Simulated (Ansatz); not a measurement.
System: difluoromethane, CH$_{2}$F$_{2}$, charge 0, multiplicity 1. SMILES: FCF
Geometry from a B3LYP-D3(BJ)/def2-TZVP (Ansatz, an electronic-structure program) optimisation:
```xyz
5

C      0.0044     0.0053     0.5043
F     -0.0170     1.1024    -0.3021
F      0.0119    -1.1085    -0.2792
H     -0.9025    -0.0002     1.1113
H      0.9218     0.0234     1.0951
```
Charge 0, spin multiplicity 1.

Wanted: enthalpy of formation at 298 K, in kcal/mol. Terms: no spin-orbit coupling; dispersion terms only where a functional's name holds one; UHF or UKS for open shells; six Cartesian d functions in 6-31G* and its kin unless marked 5d; non-relativistic. Ab initio and DFT rows: single points at B3LYP-D3(BJ) geometries (Ansatz), with unscaled harmonic terms from B3LYP/6-31G* at its own minima, enthalpies of formation by atomisation with measured atoms.

| species | coefficient | E at B3LYP/6-31G* (Ansatz), Eh | E at PBE/def2-TZVPD (Ansatz), Eh | H(298 K) - E, kcal/mol |
|---|---|---|---|---|
| FCF | +1 | -238.97313 | -238.85406 | 23.29 |
| C atom | -1 | -37.84628 | -37.79605 | - |
| F atom | -2 | -99.71553 | -99.67049 | - |
| H atom | -2 | -0.50027 | -0.49962 | - |

The atoms take no thermal term, since their enthalpies of formation at 0 K are used: the result is the sum of coefficient times E, plus the molecule's thermal term, plus number times (enthalpy of formation minus H(298) - H(0)) over the atoms. Measured values of the atoms (G2/97 table in ASE), kcal/mol:

```
atom  number  enthalpy of formation of the gas at 0 K  H(298) - H(0) of the element's standard state
----  ------  ---------------------------------------  ---------------------------------------------
C          1                                   169.98                                           0.25
F          2                                    18.47                                           1.05
H          2                                    51.63                                           1.01
```

Measured values: Active Thermochemical Tables 1.112 (ions: stationary electron), as tabulated in the package chemicals; they hold spin-orbit and core effects, anharmonicity.  Value to compare with, the measured value: -107.8 kcal/mol. 1 Eh = 627.5095 kcal/mol.

Task: Work the quantity out at each level, and compare with the measured value.

Result: 
- B3LYP/6-31G*: the sum of coefficient times E is -0.69525 Eh, or -436.28 kcal/mol; the thermal terms add 23.29; the atoms' measured terms add 305.81. Result: -107.2 kcal/mol. Its error against the measured value is 0.6 kcal/mol.
- PBE/def2-TZVPD: the sum of coefficient times E is -0.71779 Eh, or -450.42 kcal/mol; the thermal terms add 23.29; the atoms' measured terms add 305.81. Result: -121.3 kcal/mol. Its error against the measured value is -13.5 kcal/mol.
